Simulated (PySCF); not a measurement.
These compounds are isomers of formula C4H4F2.

A. SMILES C=C1[C@@H](F)[C@@H]1F
B. SMILES F/C=C\C=C\F
C. `InChI=1S/C4H4F2/c5-3-4(6)1-2-4/h1-2H,3H2`

Spectrum 1. 1H NMR (500 MHz, computed): δ 7.11 (m, 1H), 6.77 (ddt, J = 89.0, 5.9, 1.3 Hz, 1H), 6.75 (dtd, J = 15.9, 12.2, 1.3 Hz, 1H), 5.33 (m, 1H). 13C{1H} NMR (computed): δ 161.9 (CH, d, J = 339.6 Hz), 158.5 (CH, d, J = 340.5 Hz), 112.2 (CH, dd, J = 17.4, 2.9 Hz), 111.3 (CH, dd, J = 4.9, 1.9 Hz).

Spectrum 2. 1H NMR (500 MHz, computed): δ 7.82 (dt, J = 2.0, 1.1 Hz, 2H), 5.09 (ddt, J = 52.9, 3.2, 1.1 Hz, 2H). 13C{1H} NMR (computed): δ 132.3 (CH, d, J = 16.4 Hz), 80.3 (CH2, dd, J = 224.4, 60.2 Hz), 75.2 (C, dd, J = 301.9, 22.4 Hz).

Spectrum 3. 1H NMR (500 MHz, computed): δ 6.69 (ddt, J = 2.7, 1.9, 1.2 Hz, 2H), 5.18 (m, 2H). 13C{1H} NMR (computed): δ 141.6 (C), 127.9 (CH2, t, J = 1.7 Hz), 73.9 (CH, m).

Computational details: J couplings at B3LYP/pcJ-1 (spin–dipole term left out of most H,H and C,H couplings), σ from GIAO-PBE0/pcSseg-1, structure optimised with GFN2-xTB, in PySCF 2.14 (no solvent model, averaged over atoms made equivalent by symmetry, fast rotation or ring inversion, non-relativistic Hamiltonian, a single conformation).

Chemical shifts δ = σref − σ; TMS for 1H (σ = 31.72 ppm), 13C (σ = 186.93 ppm), all at this level. Multiplet labels drop J under 1 Hz and among equivalent protons, and merge close values. Unscaled 3J(H,H) run several per cent high. Vicinal couplings that depend on rotamer populations or ring flexing (ring, CH–CH, X–H and H–F types) are those of the one conformer. One-bond C–F couplings are unscaled and too large by tens of Hz. Shifts are as computed. Against solution values, carbons near 30 ppm lie about +3 ppm off and those near 130 ppm about +5 ppm. Of 1309 compounds with measured shifts, 239 miss one by over three times the rms of a fit or turn the order of signals round; such compounds aren't used in these exercises.

Question: Which spectrum belongs to which compound?

Answer: 1–B, 2–C, 3–A.

- Spectrum 1 (B): 4 13C signals; δC 161.9 is an alkene CH; δC 158.5 is an alkene CH.
- Spectrum 2 (C): 3 13C signals; δC 132.3 is an alkene CH; δC 80.3 is an sp3 CH2 bonded to F.
- Spectrum 3 (A): 3 13C signals; δC 141.6 is a fully substituted alkene carbon; δC 127.9 is a terminal =CH2 carbon.
